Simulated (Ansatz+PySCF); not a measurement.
doublet C₂H₃O: levels of theory in one basis

```
atom    x (Å)    y (Å)    z (Å)
   C  -0.9891  -0.6605   0.0000
   C   0.0215   0.5317   0.0000
   H  -0.4663  -1.6205   0.0000
   H  -1.6284  -0.5760   0.8811
   H  -1.6284  -0.5760  -0.8811
   O   1.2166   0.4734   0.0000
```

Basis set: cc-pVTZ (spherical functions). Correlated methods keep 3 orbitals frozen. Correlation on ROHF uses semicanonical orbitals with singles. Charge 0, multiplicity 2.

Computed with Ansatz (development build ahead of 0.2.0) and PySCF 2.14.0; each method stands on the lowest determinant of its kind that the runs found.

```json
{"method": "ROHF", "E − E(ROHF) (eV)": "0.00", "<S²> of the determinant": "0.75"}
{"method": "UHF", "E − E(ROHF) (eV)": "-0.14", "<S²> of the determinant": "0.76"}
{"method": "ROHF-MP2", "E − E(ROHF) (eV)": "-14.87", "<S²> of the determinant": "–"}
{"method": "UHF-MP2", "E − E(ROHF) (eV)": "-14.83", "<S²> of the determinant": "0.76"}
```

Task: What does ROHF-CCSD(T) give on the same scale?

Result: -15.99 eV.
